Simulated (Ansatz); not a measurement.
# C₃H₆S: taking an electron away

How much energy removes an electron from C₃H₆S at fixed geometry? The cation is run at each level and the neutral's energy taken from earlier runs.

The runs use Ansatz 0.2.0, Gaussian basis; unrestricted cation, the program's frozen cores in correlated methods.

Levels to be run: UKS PBE-D4/def2-TZVPP; UKS r2SCAN-D4/def2-TZVPP; UKS PBE0-D4/def2-TZVPP; UKS B3LYP-D4/def2-TZVPP; UKS wB97X-V/def2-TZVPP; UKS wB97M-V/def2-TZVPP; UKS B2PLYP/def2-TZVPP; UHF-CCSD(T)/def2-TZVPP; UHF-MP2/def2-QZVPP; extrapolation to the limit; then −ε(HOMO) from the neutral's earlier runs with LDA (SPW92), PBE-D4, revPBE-D4, BLYP-D4, r2SCAN-D4, B97M-V, PBE0-D4, B3LYP-D4, r2SCANh-D4, r2SCAN0-D4, HSE06-D4, BHLYP-D4, CAM-B3LYP-D4, LC-ωPBE, ωB97X-V, ωB97M-V.

## Step 1: Structure used throughout

An earlier PBE0-D4 in a triple-zeta def2 set relaxation fixed the geometry.

SMILES `C1CSC1`, 10 atoms, charge 0, spin multiplicity 1.

Atoms are counted from 1 here; the program's logs count them from 0.

Bond lengths: C1–C2 1.533 Å, C1–C4 1.533 Å, C1–H5 1.093 Å, C1–H6 1.091 Å, C2–S3 1.830 Å, C2–H7 1.092 Å, C2–H8 1.089 Å, S3–C4 1.830 Å, C4–H9 1.089 Å, C4–H10 1.092 Å. Angles: C2–C1–C4 96.0°, C2–C1–H5 115.6°, C2–C1–H6 110.3°, C4–C1–H5 115.6°, C4–C1–H6 110.3°, H5–C1–H6 108.5°, C1–C2–S3 90.9°, C1–C2–H7 113.5°, C1–C2–H8 116.6°, S3–C2–H7 111.0°, S3–C2–H8 114.4°, H7–C2–H8 109.4°, C2–S3–C4 77.0°, C1–C4–S3 90.9°, C1–C4–H9 116.6°, C1–C4–H10 113.5°, S3–C4–H9 114.4°, S3–C4–H10 111.0° and more.

## Step 2: Cation, UKS PBE-D4/def2-TZVPP

Contents of in.yaml:

```yaml
crystal:
  periodic: [false, false, false]
  atoms:
    - {symbol: C, position_ang: [-0.542521, 0.396274, -0.252242]}
    - {symbol: C, position_ang: [-0.261304, -1.109782, -0.307839]}
    - {symbol: S, position_ang: [0.949812, -0.962764, 1.056689]}
    - {symbol: C, position_ang: [0.734081, 0.770614, 0.509686]}
    - {symbol: H, position_ang: [-0.677734, 0.887988, -1.218611]}
    - {symbol: H, position_ang: [-1.421981, 0.594589, 0.362405]}
    - {symbol: H, position_ang: [0.226215, -1.427297, -1.231385]}
    - {symbol: H, position_ang: [-1.101153, -1.770278, -0.095875]}
    - {symbol: H, position_ang: [0.624119, 1.488957, 1.321117]}
    - {symbol: H, position_ang: [1.553765, 1.080600, -0.141047]}
basis:
  gaussian: {orbitals: def2-TZVPP}
total_charge: 1
magnetization: {spin_polarized: true, initial_magnetization: 1}
hamiltonian: {xc: pbe, dispersion: d4}
```

On the command line:

```bash
$ ansatz run in.yaml --threads 4 --pin off --events-out ev --progress --plain --max-ram 10444MiB
```

After this run come: Cation, UKS r2SCAN-D4/def2-TZVPP; Cation, UKS PBE0-D4/def2-TZVPP; Cation, UKS B3LYP-D4/def2-TZVPP; Cation, UKS wB97X-V/def2-TZVPP; Cation, UKS wB97M-V/def2-TZVPP; Cation, UKS B2PLYP (frozen core)/def2-TZVPP; Cation, UHF-CCSD(T)/def2-TZVPP; Cation, UHF-MP2/def2-QZVPP.

Q: Predict the results of all the runs planned. Wanted: ionisation energy, CCSD(T)/CBS; nearest functional by difference; nearest −ε(HOMO); −ε(HOMO) of PBE; T1 of the cation.

The runs gave:

| quantity | value |
| --- | --- |
| ionisation energy, CCSD(T)/CBS | 8.78 eV |
| nearest functional by difference | ωB97M-V (-0.15 eV) |
| nearest −ε(HOMO) | ωB97X-V (-0.13 eV) |
| −ε(HOMO) of PBE | 5.04 eV |
| T1 of the cation | 0.016 |

**Reading.** Energy differences with functionals land within 0.34 eV of the reference. −ε(HOMO) of PBE misses by 3.7 eV, since self-interaction lifts the level. Among orbital estimates ωB97X-V comes nearest. Hartree-Fock falls 1.27 eV short, as the neutral has more correlation energy than the cation.
